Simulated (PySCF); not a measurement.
Computed spectra and the visible range. Vertical TDDFT excitations of isolated species (PySCF; the level stands beside each; core orbitals frozen in the response), one conformer each, no solvent.

1. `FC[C@H]1CCC(=S)C1`
2. `C#CC=S`
3. `O=C([SiH2]O)C(F)(F)F`
4. `O[Si](O)(O)O`
5. `O=C1OCCC(F)(F)O1`
6. `C[Si@H](Cl)F`

Q: For which of them does the calculation put a singlet between 380 and 750 nm?

A: 1 and 2.

1. (CAM-B3LYP/def2-SVPD on a GFN2-xTB geometry) 496 nm (f 0.000); 224 nm (f 0.262); 206 nm (f 0.056); 193 nm (f 0.006); 188 nm (f 0.035). S1 lies in the visible range (380 to 750 nm), at 496 nm, dark in the vertical dipole picture (f under 0.0005); light of that wavelength is blue-green, and its complementary colour is red; a Tamm–Dancoff triplet lies at 596 nm, without intensity as long as spin–orbit coupling is left out.
2. (CAM-B3LYP/def2-SVPD on a GFN2-xTB geometry) 619 nm (f 0.000); 305 nm (f 0.001); 268 nm (f 0.260); 196 nm (f 0.100); 190 nm (f 0.012). S1 lies in the visible range (380 to 750 nm), at 619 nm, dark in the vertical dipole picture (f under 0.0005); light of that wavelength is red, and its complementary colour is blue-green; a Tamm–Dancoff triplet lies at 520 nm, without intensity as long as spin–orbit coupling is left out.
3. (PBE0/def2-SVPD on a GFN2-xTB geometry) 363 nm (f 0.001); 213 nm (f 0.023); 194 nm (f 0.007); 178 nm (f 0.000); 166 nm (f 0.016). No computed singlet lies in the visible range (380 to 750 nm); the lowest, at 363 nm, stands 0.15 eV above its violet end (3.26 eV); a Tamm–Dancoff triplet lies at 465 nm, without intensity as long as spin–orbit coupling is left out.
4. (PBE0/def2-SVPD on a GFN2-xTB geometry) 160 nm (f 0.021 summed over 2 states); 146 nm (f 0.000); 143 nm (f 0.130); 137 nm (f 0.007); 137 nm (f 0.000).
5. (PBE0/def2-SVPD on a GFN2-xTB geometry) 179 nm (f 0.000); 148 nm (f 0.005); 146 nm (f 0.023); 143 nm (f 0.157); 138 nm (f 0.003).
6. (wB97X-D/def2-SVPD on a GFN2-xTB geometry) 150 nm (f 0.030); 143 nm (f 0.007); 137 nm (f 0.051); 136 nm (f 0.101); 131 nm (f 0.031).
